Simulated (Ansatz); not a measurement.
# C2H3N: basis-set convergence

Aim: see how fast density functionals converge with the basis set for C2H3N.

The runs use Ansatz 0.2.0, Gaussian basis; one geometry, several basis sets.

Levels to be run: PBE0-D4/def2-SVP; ωB97M-V/def2-SVP; PBE0-D4/def2-QZVPP; ωB97M-V/def2-QZVPP; the functionals' def2-TZVPP values are taken from earlier runs.

1 further run of the same task is left out (it didn't finish).

## 1. Structure used throughout

The geometry comes from an earlier relaxation with PBE0-D4 in a triple-zeta def2 set; it is a stationary point.

6 atoms, charge 0, spin multiplicity 1.

Atoms are counted from 1 here; the program's logs count them from 0.

Bond lengths: C1–C2 1.269 Å, C1–N3 1.502 Å, C1–H4 1.074 Å, C2–N3 1.502 Å, C2–H5 1.074 Å, N3–H6 1.024 Å. Angles: C2–C1–N3 65.0°, C2–C1–H4 156.4°, N3–C1–H4 138.0°, C1–C2–N3 65.0°, C1–C2–H5 156.4°, N3–C2–H5 138.0°, C1–N3–C2 50.0°, C1–N3–H6 107.6°, C2–N3–H6 107.6°.

## 2. PBE0-D4 in def2-SVP

File in.yaml:

```yaml
crystal:
  periodic: [false, false, false]
  atoms:
    - {symbol: C, position_ang: [-0.689366, -0.204526, -0.194074]}
    - {symbol: C, position_ang: [0.546488, -0.211217, -0.483152]}
    - {symbol: N, position_ang: [0.134801, 0.829499, 0.519051]}
    - {symbol: H, position_ang: [-1.726109, -0.463004, -0.301120]}
    - {symbol: H, position_ang: [1.425521, -0.480022, -1.038266]}
    - {symbol: H, position_ang: [0.350665, 0.465271, 1.451261]}
basis:
  gaussian: {orbitals: def2-SVP}
hamiltonian: {xc: pbe0, dispersion: d4}
output: {orbitals: {seedname: orbitals}}
```

Started as:

```sh
$ ansatz run in.yaml --threads 2 --pin off --events-out ev --progress --plain --max-ram 4352MiB
```

The runs that follow: ωB97M-V in def2-SVP; PBE0-D4 in def2-QZVPP; ωB97M-V in def2-QZVPP.

**Question.** What will the summary of the whole plan be? Wanted: PBE0-D4: double and triple zeta above quadruple; ωB97M-V: double and triple zeta above quadruple.

The runs gave:

```
                                       quantity          value
PBE0-D4: double and triple zeta above quadruple  4.37, 0.21 eV
ωB97M-V: double and triple zeta above quadruple  4.53, 0.20 eV
```

What this shows: For PBE0-D4 the step from double to triple zeta gains 4.16 eV and the next only 0.21 eV. Total energies overstate the basis error of differences, where much of it tends to cancel. The LUMO of ωB97M-V is positive and keeps falling with the basis (2.35 to 1.77 eV): an unbound level that the basis holds in place.
